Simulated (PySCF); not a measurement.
# BF₂⁺: from structure and modes to constants

Method: PBE0/[B def2-TZVP, F def2-TZVP], no relativity, density fitting, PySCF.

The singlet minimum has D∞h symmetry. Masses (u): B 11.00930, F 18.99840.

```xyz
3
charge 1 multiplicity 1, angstrom
B     0.0000    0.0000    0.0000
F     0.0000    0.0000    1.2264
F     0.0000    0.0000   -1.2264
```

Harmonic wavenumbers (cm⁻¹): 457.1 (πu, ×2), 1038.2 (σg+, ×1), 2086.5 (σu+, ×1).

**Question.** Find the principal moments of inertia and the rotational constants. What kind of rotor is it?

**Answer.** About the centre of mass I = 57.153 u Å². With B = 16.8576/I this gives 0.295 cm⁻¹. The molecule is linear.

**Question.** What is the harmonic zero-point energy?

**Answer.** Half the sum of all 4 wavenumbers, 4039/2 = 2019 cm⁻¹, which is 24.2 kJ/mol (1 cm⁻¹ = 0.0119627 kJ/mol).

**Question.** Find the vibrational entropy and heat capacity at 298.15 K.

**Answer.** With u = 1.43878 ω/T, each mode gives S = R[u/(eᵘ−1) − ln(1−e⁻ᵘ)] and C = R u² eᵘ/(eᵘ−1)².
```
  ω (cm⁻¹)       u  S (J/(mol K))  C (J/(mol K))
457.1 (×2)   2.206           3.24           5.63
    1038.2   5.010           0.34           1.41
    2086.5  10.069           0.00           0.04
```
The sums over all modes are S = 6.8 and C = 12.7 J/(mol K); the softest mode gives 48 % of the entropy (each member, where degenerate).

**Question.** Find the bond force constant k and the stretch–stretch coupling k′ of the valence force field.

**Answer.** For linear XMX, 4π²c²ω(σg)² = (k + k′)/mX and 4π²c²ω(σu)² = (k − k′)(1 + 2mX/mM)/mX. So k + k′ = 12.065 and k − k′ = 10.948 mdyn/Å, giving k = 11.507 and k′ = 0.559 mdyn/Å.

Other isomers or separated fragments may lie lower.
